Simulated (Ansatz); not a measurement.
Diamond was calculated with LDA in Ansatz (plane waves, PAW).

Numerical settings: plane-wave cutoff 520 eV, 16×16×16 k mesh, perturbation theory, scalar-relativistic PAW data made under PBE.

Computed at the level's own relaxed cell.

Harmonic phonon frequencies (cm⁻¹; i marks an imaginary mode):

```csv
q point,frequencies
Γ,0 0 0 1323 1323 1323
X,789 789 1098 1098 1220 1220
U,___
```

**Question.** What belongs in the gaps?

**Answer.** 
- U, frequencies: 753 988 1028 1075 1118 1255

Measured, for comparison: zone-centre TO phonon frequency 1333 cm⁻¹ (low temperature, zero-point motion not removed; as tabulated in Kunc et al. (2003), arXiv:cond-mat/0304692). Computed (rounded) less measured: zone-centre TO phonon frequency -0.8 %.

No imaginary mode appears at these points.

Ansatz is an electronic-structure program.
